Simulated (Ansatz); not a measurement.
**BNH4 (triplet): wave-function methods side by side at distance B1–H4 along a hydrogen transfer = 1.233 Å, cc-pVDZ**

How much of the correlation energy of BNH4 (triplet) does each wave-function method recover here?

Computed with Ansatz 0.2.0, Gaussian basis. Level: cc-pVDZ, core rule «outside noble gas», up to 2 orbitals frozen.

The runs, in order: UHF; CCSD(T) on ROHF; CCSD(T) on UHF; BCCD(T) on ROHF; CISD; CCSDT(Q) on ROHF; CCSDT(Q) on UHF; CASSCF and MRCISD+Q, 4 electrons in 4 orbitals; CASSCF and NEVPT2, 4 electrons in 4 orbitals.

8 further runs of the same task are left out: 1 for a mislabelled method, 7 that didn't finish.

## 1. The geometry

The geometry derives from fragments relaxed apart (PBE0/def2-TZVP) and kept rigid, so it is no stationary point. A hydrogen atom is moved between rigid fragments.

6 atoms, charge 0, spin multiplicity 3.

Atoms are counted from 1 here; the program's logs count them from 0.

Bond lengths: B1–H2 1.193 Å, B1–H3 1.193 Å, B1–H4 1.233 Å, H4–N5 1.275 Å, N5–H6 1.040 Å. Angles: H2–B1–H3 120.0°, H2–B1–H4 120.0°, H3–B1–H4 120.0°, B1–H4–N5 180.0°, H4–N5–H6 105.0°.

Coordinates:

```xyz
6

B    -1.3161    0.0351    0.0000
H    -1.9128    1.0687    0.0000
H    -1.9128   -0.9985    0.0000
H    -0.0831    0.0351    0.0000
N     1.1919    0.0351    0.0000
H     1.4610   -0.9691    0.0000
```

## 2. UHF

Input file in.yaml:

```yaml
crystal:
  periodic: [false, false, false]
  atoms:
    - {symbol: B, position_ang: [-1.316066, 0.035086, 0.000000]}
    - {symbol: H, position_ang: [-1.912799, 1.068657, 0.000000]}
    - {symbol: H, position_ang: [-1.912799, -0.998486, 0.000000]}
    - {symbol: H, position_ang: [-0.083066, 0.035086, 0.000000]}
    - {symbol: N, position_ang: [1.191934, 0.035086, 0.000000]}
    - {symbol: H, position_ang: [1.461016, -0.969141, 0.000000]}
basis:
  gaussian: {orbitals: cc-pVDZ}
magnetization: {spin_polarized: true, initial_magnetization: 2}
hamiltonian: {xc: hf}
output: {orbitals: {seedname: orbitals}}
```

The run is started by

```
$ ansatz run in.yaml --threads 1 --pin off --events-out ev --progress --plain --max-ram 2393MiB
```

The runs that follow: CCSD(T) on ROHF; CCSD(T) on UHF; BCCD(T) on ROHF; CISD; CCSDT(Q) on ROHF; CCSDT(Q) on UHF; CASSCF and MRCISD+Q, 4 electrons in 4 orbitals; CASSCF and NEVPT2, 4 electrons in 4 orbitals.

Before running them: what should the planned runs give, taken together? Wanted: UCCSDT(Q) below the RHF energy; RMP2 from UCCSDT(Q); UMP2 from UCCSDT(Q); RCCSD from UCCSDT(Q); RCCSD(T) from UCCSDT(Q); UCCSD(T) from UCCSDT(Q); RCCSDT(Q) from UCCSDT(Q); NEVPT2 pair from UCCSDT(Q); MRCISD+Q pair from UCCSDT(Q).

**Answer**, as computed:

| quantity | value |
| --- | --- |
| UCCSDT(Q) below the RHF energy | -7.5269 eV |
| RMP2 from UCCSDT(Q) | +30.11 kcal/mol |
| UMP2 from UCCSDT(Q) | +30.69 kcal/mol |
| RCCSD from UCCSDT(Q) | +4.11 kcal/mol |
| RCCSD(T) from UCCSDT(Q) | +0.78 kcal/mol |
| UCCSD(T) from UCCSDT(Q) | +0.78 kcal/mol |
| RCCSDT(Q) from UCCSDT(Q) | +0.03 kcal/mol |
| NEVPT2 pair from UCCSDT(Q) | +28.56 kcal/mol |
| MRCISD+Q pair from UCCSDT(Q) | +1.14 kcal/mol |
| levels within 1 kcal/mol (43 meV) | RCCSD(T), UCCSD(T), BCCD(T), RCCSDT, UCCSDT, RCCSDT(Q) |
| T1 diagnostic | 0.024 |

In words: RCCSD(T) lands +0.78 kcal/mol from the yardstick (0.4 % of the correlation energy). Of the multireference levels listed MRCISD+Q pair comes nearest in total energy (+1.14 kcal/mol), which doesn't show that its space is the better one. These misses are within one basis, not against nature; the frozen cores of restricted and unrestricted runs differ, which can shift their rows.
